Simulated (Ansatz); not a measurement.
# C₂H₄Cl radical: geometry and frequencies at several levels

Aim: geometry and frequencies at several levels, for C₂H₄Cl radical, with the cost of each level. Spin multiplicity 2.

Program: Ansatz 0.2.0. Level of theory: the levels named in each step. These are calculated values, not measurements.

### Step 1. The structure to begin with

Bond lengths: C1–C2 1.476 Å, C2–Cl3 1.697 Å, C1–H4 1.098 Å, C1–H5 1.089 Å, C1–H6 1.089 Å, C2–H7 1.075 Å. Angles: C1–C2–Cl3 119.4°, C1–C2–H7 122.1°, Cl3–C2–H7 115.5°, C2–C1–H4 112.0°, C2–C1–H5 109.7°, C2–C1–H6 110.9°, H4–C1–H5 107.6°, H4–C1–H6 107.2°, H5–C1–H6 109.4°.

Structure file:

```xyz
7

C    -1.7687    0.1724    0.0690
C    -0.4046    0.7003   -0.1258
Cl    0.9229   -0.3484    0.0097
H    -2.0171    0.0574    1.1322
H    -2.4928    0.8591   -0.3657
H    -1.8751   -0.8075   -0.3947
H    -0.1790    1.7472   -0.0353
```

### Step 2. A rough first relaxation, PBE-D4/def2-SVP

File input.yaml:

```yaml
crystal:
  periodic: [false, false, false]
  atoms:
    - { symbol: C, position_ang: [-1.76872, 0.17239, 0.06896] }
    - { symbol: C, position_ang: [-0.40458, 0.70033, -0.12579] }
    - { symbol: Cl, position_ang: [0.92288, -0.34843, 0.00969] }
    - { symbol: H, position_ang: [-2.01712, 0.05736, 1.13222] }
    - { symbol: H, position_ang: [-2.49284, 0.85909, -0.36571] }
    - { symbol: H, position_ang: [-1.87514, -0.8075, -0.39468] }
    - { symbol: H, position_ang: [-0.17896, 1.74722, -0.03531] }
magnetization:
  spin_polarized: true
  initial_magnetization: 1
basis:
  gaussian: { orbitals: def2-SVP }
hamiltonian:
  xc: pbe
  dispersion: d4
relax:
  f_tol: 0.03
  max_steps: 200
```

The run is started by

```sh
$ ansatz run input.yaml --threads 2 --pin off --max-ram 5120MiB --backend cpu --events-out ev --progress --plain --runs-dir out
```

After this run come: Relaxation, HF/STO-3G; Frequencies, HF/STO-3G; Relaxation, HF/6-31G*; Frequencies, HF/6-31G*; Relaxation, LDA/def2-SVP; Frequencies, LDA/def2-SVP; Relaxation, PBE-D4/def2-SVP; Frequencies, PBE-D4/def2-SVP.

**Question.** What will these runs give? Wanted: C1–C2 at PBE-D4/def2-SVP; C2–Cl3 at PBE-D4/def2-SVP; frequencies at PBE-D4/def2-SVP.

The runs gave:

| quantity | value |
| --- | --- |
| C1–C2 at PBE-D4/def2-SVP | 1.483 Å |
| C2–Cl3 at PBE-D4/def2-SVP | 1.726 Å |
| frequencies at PBE-D4/def2-SVP | 135 to 3149 cm⁻¹ |

In words: The C–C distance spreads over 0.054 Å, from LDA/def2-SVP (shortest) to HF/STO-3G. No mode is imaginary, so the geometry is a minimum.
